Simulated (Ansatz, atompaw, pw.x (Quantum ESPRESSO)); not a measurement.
W (Z = 74): one change to the PAW (atompaw) potential, in the atom and in the fcc crystal

```
Element                 : tungsten (W)
Generator               : atompaw 4.2.0.5
Type                    : PAW
Functional              : PBEsol
Relativity              : scalar-relativistic
Frozen core             : [Xe] 4f14
Valence charge          : 6
Reference configuration : 5d4 6s1.5 6p0.5
Partial waves           : 6s (bound): rc 2.45 bohr; 6s channel at 1.9 Ry: rc 2.45 bohr; 6p (bound): rc 3.00 bohr; 6p channel at 1.4 Ry: rc 3.00 bohr; 5d (bound): rc 3.00 bohr; 5d channel at 0.1 Ry: rc 3.00 bohr
Local potential         : ultrasoft scheme with l = 3 at 0.5 Ry, radius 2.80 bohr
Core correction         : smooth core density matched at 2.00 bohr
Augmentation charge     : besselshape compensation charge, radius 2.60 bohr; PAW radius 3.00 bohr; waves and projectors: custom rrkj gramschmidtortho
```

Change: local potential troulliermartins scheme with l = 3 at 0.5 Ry, radius 2.80 bohr.

Cutoffs, loose and tight: the cutoffs (Ry, on a coarse ladder) from which the occupation-weighted sum of valence levels, in a spherical-Bessel basis at the reference potential, stays within 10 and 1 mRy of its value at 400 Ry. They see the waves, projectors and local potential, not the compensation charge or the core.

Crystal test: fcc W in pw.x 7.5, no spin, 14³ k-points, Fermi–Dirac smearing 0.01 Ry, cutoffs set for each file from its atomic test. The reference is all-electron LAPW (Ansatz 0.2.0) with the same functional, mesh and smearing; V0 and B0 come from Birch–Murnaghan fits to the pressures at five volumes. Errors are pseudo minus all-electron; Δ is the rms difference of the E(V) curves that follow from these fits, minima aligned, over ±6 % about the mean V0. Mesh and smearing are coarse, so the numbers serve the comparison and aren't converged zero-temperature values; the lattice is a test structure that the element need not adopt.

All-electron: a0 = 4.000 Å (V0 = 16.00 Å³/atom), B0 = 298.8 GPa.

Problem. Does the change bring the crystal closer to the all-electron result?

Solution. The mean pressure error goes from -0.96 to +0.63 GPa, so the change moves the solid closer to the all-electron pressures. The B0 error goes the other way, from +2.9 to +4.4 %.

| quantity | base | changed |
| --- | --- | --- |
| outcome (atom) | generated | generated |
| cutoff, loose (atom) | 10 Ry | 10 Ry |
| cutoff, tight (atom) | 15 Ry | 15 Ry |
| bound ghosts (atom) | none | none |
| cutoffs in pw.x (Ry) | 40/400 | 40/400 |
| a0 (Å) | 3.996 | 4.003 |
| a0 error (%) | -0.11 | +0.06 |
| B0 error (%) | +2.9 | +4.4 |
| Δ (meV/atom) | 3.4 | 2.4 |
| mean pressure error (GPa) | -0.96 | +0.63 |

Base: The largest radius (3.00 bohr) exceeds half the bond length (2.67 bohr), so the spheres overlap, which is one possible source of error among others. Changed file: The largest radius (3.00 bohr) exceeds half the bond length (2.67 bohr), so the spheres overlap, which is one possible source of error among others. The logarithmic derivative shows an extra or strongly shifted pseudo pole above the reference energy (s near 1.18 Ry).
